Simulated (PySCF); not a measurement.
Simulated C 1s region for diketocyclobutene (`O=c1ccc1=O`), binding energy against the vacuum level.

Every computed line was given a Gaussian of 0.4 eV full width at half maximum and an area set by the number of equivalent atoms; the highest printed point is 100. Theory: delta-SCF UKS SCAN, pcX-2 on the ionised atom, pcseg-1 elsewhere, spin-free X2C in PySCF.

| binding energy (eV) | intensity |
| --- | --- |
| 291.6 | 0 |
| 291.7 | 2 |
| 291.8 | 9 |
| 291.9 | 27 |
| 292.0 | 59 |
| 292.1 | 91 |
| 292.2 | 99 |
| 292.3 | 76 |
| 292.4 | 42 |
| 292.5 | 16 |
| 292.6 | 4 |
| 292.7 | 1 |
| 292.8 | 0 |
| 292.9 | 0 |
| 293.0 | 0 |
| 293.1 | 0 |
| 293.2 | 0 |
| 293.3 | 0 |
| 293.4 | 0 |
| 293.5 | 0 |
| 293.6 | 1 |
| 293.7 | 6 |
| 293.8 | 21 |
| 293.9 | 51 |
| 294.0 | 85 |
| 294.1 | 100 |
| 294.2 | 84 |
| 294.3 | 49 |
| 294.4 | 21 |
| 294.5 | 6 |
| 294.6 | 1 |

**Question.** Count the maxima, the lines and the sites behind this envelope.

**Answer.** The curve has 2 maxima (at 292.2 and 294.1 eV). Under it lie 2 lines from 2 inequivalent carbon sites.

**Question.** Decompose the envelope and assign each component. Numbering: `[O:1]=[c:2]1[cH:3][cH:4][c:5]1=[O:6]`.

**Answer.** 
```json
{"position (eV)": "292.17", "relative area": "2", "line": "C 1s", "atoms": "C3/C4", "environment": "unsaturated ring CH carbon"}
{"position (eV)": "294.10", "relative area": "2", "line": "C 1s", "atoms": "C2/C5", "environment": "ring carbonyl carbon"}
```

**Question.** Above which line width would these two lines show one maximum?

**Answer.** Two equal Gaussians merge once their distance is under 2σ = FWHM/1.177. With 1.92 eV between them that is a full width over 2.26 eV.

Lowest listed C 1s: C3/C4, bonded to 2 C (aromatic in the SMILES) and H. Highest, 1.93 eV above it: C2/C5, bonded to O (double bond) and 2 C (aromatic in the SMILES). Summing the Pauling electronegativity differences to the bonded atoms, each weighted by its formal bond order, gives -0.35 for the lowest site and +1.78 for the highest.

The curve has no shake-up lines and no vibrational structure. Atoms equivalent by their bonding share one computed value, that of the first of them. Geometry: GFN2-xTB; no solvent, vibrations or thermal averaging.
